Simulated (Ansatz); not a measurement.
This geometry of CH2F3N (7 atoms, charge 0, multiplicity 1) is a first-order saddle point.

Level of theory: RKS B3LYP-D4/def2-mTZVP in Ansatz 0.2.0.

```xyz
7
Properties=species:S:1:pos:R:3
N -0.004 0.636 0.566
C 0.005 -0.387 -0.352
F -0.783 -0.167 -1.447
F -0.439 -1.525 0.224
F 1.244 -0.621 -0.866
H -0.429 0.495 1.465
H 0.468 1.500 0.363
```

Task: Which two structures does it join? (They come from a converged band through this point; their orientation in space is the band's.)

Result: No bond is made or broken. The height of N1 over the plane of its neighbours goes from -0.34 to 0.34 Å. The two ends are copies of one structure, up to a mirror image or an exchange of like atoms.

First end point:

```xyz
7
Properties=species:S:1:pos:R:3
N 0.180 0.536 0.713
C 0.052 -0.412 -0.306
F -0.871 -0.103 -1.275
F -0.333 -1.599 0.204
F 1.224 -0.570 -0.950
H -0.691 0.653 1.220
H 0.500 1.427 0.349
```

Last end point:

```xyz
7
Properties=species:S:1:pos:R:3
N -0.243 0.646 0.586
C -0.049 -0.386 -0.336
F -0.663 -0.098 -1.500
F -0.541 -1.543 0.146
F 1.263 -0.639 -0.656
H 0.179 0.425 1.481
H 0.115 1.528 0.234
```

Task: How far does it lie above each of them?

Result: 3.0 kcal/mol above the first and 3.0 kcal/mol above the second. This is the barrier of this one path; another mechanism may lie lower.

Time of the run: 61 s on 2 threads of Arm Neoverse V2, with other jobs on the host, peak memory 0.18 GiB.
